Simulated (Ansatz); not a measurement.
Ansatz results at the PBE0-D4/def2-TZVP geometry: LUMO energy (PBE/def2-TZVPP) 0.18 eV; LUMO energy (B3LYP/def2-TZVPP) 0.66 eV; HOMO–LUMO gap (PBE/def2-TZVPP) 7.27 eV.

Each molecule was computed in one conformer, which needn't be the lowest.

Question: Which molecule gave them?
A. `CCCCC(C)C`
B. `CCCC(C)C`
C. `CC(C)CC(C)(C)C`
D. `CCC(C)CC`

Answer: C. The others give `CCCC(C)C`: 0.34, 0.81, 7.58; `CCCCC(C)C`: 0.41, 0.87, 7.67; `CCC(C)CC`: 0.37, 0.84, 7.61.

B3LYP here is the variant with VWN-RPA as its local correlation; programs differ in this.
